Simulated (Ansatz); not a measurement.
# Ytterbium, fcc: convergence with the plane-wave cutoff

Computed with Ansatz, LDA, scalar-relativistic PAW, on the relaxed cell (a = 4.914 Å; spin not included). Errors count from a run at 420 eV on a Γ-centred 18×18×18 mesh with Fermi-Dirac smearing of 0.1 eV, extrapolated to zero width. Fixed here: mesh 11×11×11, Fermi-Dirac width 0.1 eV. The pressure holds a Pulay correction and is unreliable far below the recommended cutoff. The SCF starts from atomic densities corrected by a trained network.

| cutoff (eV) | E(σ→0) error (meV/atom) | P (GPa) | SCF iterations |
| --- | --- | --- | --- |
| 150 | 47981.1 | 76.26 | 12 |
| 200 | 8578.3 | 10.60 | 10 |
| 250 | 1338.7 | 3.97 | 8 |
| 300 | 79.7 | 0.33 | 8 |
| 350 | 1.8 | -0.01 | 8 |
| 420 | -0.8 | 0.00 | 7 |
| 500 | -2.1 | 0.01 | 7 |
| 600 | -2.2 | 0.01 | 7 |
| 800 | -2.3 | 0.01 | 8 |

Within 5 meV/atom of the last row: from 350 eV on.
